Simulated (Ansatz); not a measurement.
H7PSi2 (`[SiH3]P[SiH3]`). Charge 0, multiplicity 1.

```csv
atom,x (Å),y (Å),z (Å)
Si1,1.5671,-0.0644,0.5965
P2,-0.3204,1.1549,0.7089
Si3,-1.5811,-0.2685,-0.4939
H4,2.6986,0.7601,1.0946
H5,1.8847,-0.5443,-0.7751
H6,1.3909,-1.2398,1.4887
H7,0.0108,1.9798,-0.4014
H8,-2.8652,0.3990,-0.8313
H9,-1.8571,-1.4511,0.3629
H10,-0.9284,-0.7256,-1.7499
```

**Question.** What are the harmonic wavenumbers in cm⁻¹ at PBE0-D4/def2-TZVP (Ansatz, finite differences of forces, unscaled)? (Estimate.)

**Answer.** The calculation gave: 65, 105, 136, 436, 462, 468, 479, 550, 623, 724, 781, 880, 917, 933, 940, 944, 947, 2213, 2219, 2227, 2230, 2232, 2235, 2397.

**Question.** Is this a minimum?

**Answer.** Yes, all 24 modes are real.

**Question.** Give the ideal-gas thermochemistry at 298.15 K and 1 bar (rigid rotor, harmonic oscillator; point group Cs, symmetry number 1).

**Answer.** Zero-point energy 156.4 kJ/mol; H(298) − E = 176.9 kJ/mol; entropy 341.9 J/(mol·K), of which translation 165.5, rotation 110.3, vibration 66.1; G(298) − E = 74.9 kJ/mol. Modes under 100 cm⁻¹ are hindered rotations or soft bends, so the harmonic entropy is rough.

**Question.** And at 400, 500, 600, 800 and 1000 K?

**Answer.** 
```tsv
T (K)	H − E (kJ/mol)	S (J/mol/K)	G − E (kJ/mol)
400	188.9	376.4	38.3
500	202.5	406.7	-0.9
600	217.5	434.1	-42.9
800	250.9	481.9	-134.7
1000	287.6	522.8	-235.2
```

**Question.** Rotational constants (cm⁻¹)?

**Answer.** 0.27, 0.08767, 0.07051.
